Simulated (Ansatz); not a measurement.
# AlCl2H: the cost of one run

All numbers below are computed with Ansatz 0.2.0 (RKS BLYP/def2-SVP).

### 1 The starting structure

Bond lengths: Al1–Cl2 2.230 Å, Al1–Cl3 2.230 Å, Al1–H4 1.560 Å. Angles: Cl2–Al1–Cl3 120.0°, Cl2–Al1–H4 120.0°, Cl3–Al1–H4 120.0°.

Coordinates:

```xyz
4

Al    0.0000    0.0000    0.0000
Cl    0.0000    0.0000    2.2300
Cl    1.9312    0.0000   -1.1150
H    -1.3510    0.0000   -0.7800
```

### 2 Relaxing the start

The input, input.yaml:

```yaml
crystal:
  periodic: [false, false, false]
  atoms:
    - { symbol: Al, position_ang: [0.0, 0.0, 0.0] }
    - { symbol: Cl, position_ang: [0.0, 0.0, 2.23] }
    - { symbol: Cl, position_ang: [1.9312, 0.0, -1.115] }
    - { symbol: H, position_ang: [-1.351, 0.0, -0.78] }
basis:
  gaussian: { orbitals: def2-SVP }
hamiltonian:
  xc: blyp
relax:
  f_tol: 0.02
  max_steps: 40
output:
  orbitals: {}
```

Command:

```
$ ansatz run input.yaml --threads 1 --pin off --max-ram 2048MiB --backend cpu --events-out ev --progress --plain --runs-dir out
```

**Question.** How long does this run take on 1 thread of Arm Neoverse V1, shared host, and how much memory does it need?

About 7.8 s, with a peak of 0.1 GiB.
